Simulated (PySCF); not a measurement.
**Broadened absorption spectrum of trans-2-hexene**

Compound: trans-2-hexene, C6H12.
SMILES: `C(C/C=C/C)C`

Computed, not measured: TDDFT CAM-B3LYP/def2-SVPD, vertical, gas phase, core orbitals frozen in the response in PySCF 2.14.0, density-fitted response routines. Isolated species at its PBE0-D3(BJ)/def2-SVP geometry (one conformer only). Torsions of this conformer, `[CH3:1]/[CH:2]=[CH:3]/[CH2:4][CH2:5][CH3:6]`: C2–C3–C4–C5 -120°, C3–C4–C5–C6 65°.

Each state is given a Gaussian of 0.4 eV full width at half maximum, with ε(max) = 2.175×10⁸ f / Δν̃ (Δν̃ the width in cm⁻¹). The width is an assumption, not a result. The curve ends short of the highest state used, and states not computed would add to its high-energy end.

(E (eV), ε (L mol⁻¹ cm⁻¹)): (6.33, 4), (6.39, 15), (6.45, 49), (6.51, 149), (6.56, 346), (6.62, 872), (6.68, 1986), (6.74, 4084), (6.79, 6864), (6.85, 11577), (6.91, 17447), (6.97, 23429), (7.02, 27384), (7.08, 29610), (7.14, 28400), (7.19, 25031), (7.25, 19306), (7.31, 13309), (7.37, 8324), (7.42, 5350), (7.48, 3113), (7.54, 1913), (7.60, 1285), (7.65, 965), (7.71, 688), (7.77, 488), (7.83, 361), (7.88, 309), (7.94, 297), (8.00, 324), (8.05, 372), (8.11, 474), (8.17, 661), (8.23, 971), (8.28, 1332), (8.34, 1851)

**Question.** Where are the band maxima, and which computed states make them?

**Answer.** 175 nm (7.09 eV), ε about 30000, made up of S2 (96%) (ε in L mol⁻¹ cm⁻¹; maxima over ε = 5, shares over 10%). At its high-energy end, 8.34 eV, the curve is still rising (ε about 1900, from S7). The states used: S1 6.93 eV (f 0.024); S2 7.09 eV (f 0.423); S3 7.18 eV (f 0.0001); S4 7.54 eV (f 0.015); S5 8.03 eV (f 0.0034); S6 8.24 eV (f 0.0013); S7 8.49 eV (f 0.037); S8 8.72 eV (f 0.012); S9 8.75 eV (f 0.0006); S10 8.94 eV (f 0.0019).

**Question.** What would ε be at 7.09 eV, the highest of these maxima, with half the width (0.2 eV)?

**Answer.** About 57600 L mol⁻¹ cm⁻¹ against 29700, a factor of about 1.9; a lone state at its own centre would give exactly 2.

**Question.** Coming from long wavelengths, where does ε first pass 100 L mol⁻¹ cm⁻¹?

**Answer.** At about 191 nm (6.49 eV), 0.45 eV below S1.

**Question.** On this curve, what absorbance would a 10⁻⁴ mol/L sample give at 193 nm over a 1 cm path?

**Answer.** 193 nm is 6.424 eV, where ε is about 30 L mol⁻¹ cm⁻¹, so A = ε c l ≈ 0.003 (Beer–Lambert, with the gas-phase spectrum and the assumed width).

The vertical ionisation energy (ΔSCF) is 9.02 eV, 0.08 eV above S10.
